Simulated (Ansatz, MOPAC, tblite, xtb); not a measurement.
C2H3F3 (1,1,2-trifluoroethane): the zero-point energy at each level's own minimum, rung by rung

The runs start from one conformer, not always the lowest.

C2H3F3, singlet, SMILES `FCC(F)F`. Each level relaxes the structure for itself.

Quantity: the zero-point energy at each level's own minimum, in kJ/mol. The values are calculated.

| level | kind | program | value (kJ/mol) |
| --- | --- | --- | --- |
| GFN2-xTB | semi-empirical | tblite | 132.3 |
| PM3 | semi-empirical | MOPAC | 137.4 |
| PM6-D3 | semi-empirical | MOPAC | 128.2 |
| GFN1-xTB | semi-empirical | xtb | 134.1 |
| HF/STO-3G | Hartree–Fock | Ansatz | 161.7 |
| HF/3-21G | Hartree–Fock | Ansatz | 152.7 |
| HF/6-31G* (Cartesian functions) | Hartree–Fock | Ansatz | 153.7 |
| PBE/def2-SVP | GGA | Ansatz | 136.3 |
| PBE0-D4/def2-TZVP | global hybrid | Ansatz | 141.1 |
| B3LYP/6-31G* (Cartesian functions) | global hybrid | Ansatz | 141.8 |

Harmonic and unscaled. The values span 128.2 to 161.7 kJ/mol.
